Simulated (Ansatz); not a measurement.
Write a Python script for Ansatz's Python interface that makes a rigid scan of one bond angle of CH6OSi, SMILES C[SiH2]O. Use (for the species named): CAM-B3LYP, def2-SVP basis, multiplicity 1.

```yaml
atoms:
  - { symbol: C, position_ang: [-0.7413, 0.5860, -0.5874] }
  - { symbol: Si, position_ang: [0.4906, -0.5639, -0.0183] }
  - { symbol: O, position_ang: [1.2566, -0.0394, 1.3295] }
  - { symbol: H, position_ang: [-1.2326, 0.2631, -1.4898] }
  - { symbol: H, position_ang: [-0.3425, 1.5888, -0.8774] }
  - { symbol: H, position_ang: [-1.5432, 0.8253, 0.1730] }
  - { symbol: H, position_ang: [1.5183, -0.7995, -1.0810] }
  - { symbol: H, position_ang: [-0.1127, -1.8316, 0.3184] }
  - { symbol: H, position_ang: [0.7953, -0.0751, 2.2160] }
```

`run_bend.py`:
```python
"""Bending curve of CH6OSi."""

import ansatz as az
from ase import Atoms

atoms = Atoms(["C", "Si", "O", "H", "H", "H", "H", "H", "H"], positions=[
    (-0.7413, 0.586, -0.5874),
    (0.4906, -0.5639, -0.0183),
    (1.2566, -0.0394, 1.3295),
    (-1.2326, 0.2631, -1.4898),
    (-0.3425, 1.5888, -0.8774),
    (-1.5432, 0.8253, 0.173),
    (1.5183, -0.7995, -1.081),
    (-0.1127, -1.8316, 0.3184),
    (0.7953, -0.0751, 2.216),
])

# start the scan from a relaxed geometry
first = (
    az.Crystal.molecule_from_ase(atoms).calculation()
    .basis(gaussian="def2-SVP")  # atom-centred Gaussian functions
    .functional("CAM-B3LYP")
    .scf(lower_state_search="standard")
    .relax(force_tolerance=0.02, max_steps=80)  # relax until the tolerances are met
)
atoms.positions = first.run(threads=1).report["positions_ang"]

rows = []
for angle in [85, 95, 105, 115, 125, 140, 160]:
    bent = atoms.copy()
    bent.set_angle(1, 2, 8, angle, indices=[8])
    job = (
        az.Crystal.molecule_from_ase(bent).calculation()
        .basis(gaussian="def2-SVP")  # the orbital basis, by name
        .functional("CAM-B3LYP")
        .scf(lower_state_search="standard")
    )
    rows.append((angle, job.run(threads=1).report["free_energy_ev"]))
floor = min(e for _, e in rows)
for angle, e in rows:
    print(f"angle Si1-O2-H8 = {angle:3d} deg   {1000 * (e - floor):9.1f} meV")
```

`python run_bend.py` gives:
```text
angle Si1-O2-H8 =  85 deg       499.0 meV
angle Si1-O2-H8 =  95 deg       214.3 meV
angle Si1-O2-H8 = 105 deg        59.1 meV
angle Si1-O2-H8 = 115 deg         0.0 meV
angle Si1-O2-H8 = 125 deg         9.6 meV
angle Si1-O2-H8 = 140 deg       101.7 meV
angle Si1-O2-H8 = 160 deg       260.6 meV
```

Notes:
- These settings explore the input space; basis and method may be short of convergence.
- The scan is rigid, and the energies are electronic, in a modest basis. The zero is the lowest point of the grid, which needn't be the minimum.
- Run time: 34 s on 1 thread of Arm Neoverse V1, with other jobs on the host, peak memory 0.23 GiB.

(A comment or docstring line of the script was reworded after the run, the code is as it ran.)
